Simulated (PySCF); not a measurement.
Molecule: C₃H₄, charge -1, multiplicity 2. 
Geometry from a B3LYP-D3(BJ)/def2-TZVP (Ansatz) optimisation:
```xyz
7

C      1.2669     0.0687    -0.0950
C      0.0034    -0.0707     0.3858
C     -1.2685    -0.0345    -0.0915
H      1.5255    -0.1443    -1.1429
H      2.1046     0.3666     0.5335
H     -1.5443     0.5352    -0.9914
H     -2.0963    -0.5384     0.4049
```
Charge -1, spin multiplicity 2.

Dispersion corrections to the total energy (kcal/mol) from the dftd3 and dftd4 libraries through PySCF: D3(BJ) without and D4 with the three-body term, each with the damping fitted for the functional named.

| functional | D3(BJ) | D4 |
|---|---|---|
| B3LYP | -3.76 | ___ |
| BLYP | ___ | -6.00 |
| PBE0 | ___ | -2.16 |
| TPSSh | -2.46 | -3.22 |
| CAM-B3LYP | -1.58 | -2.14 |
| LC-wPBE | -1.95 | -2.88 |
| PW6B95 | -0.98 | -2.32 |

Question: What belongs in the gaps?

Answer: 
- B3LYP, D4: -4.20
- BLYP, D3(BJ): -4.64
- PBE0, D3(BJ): -1.84
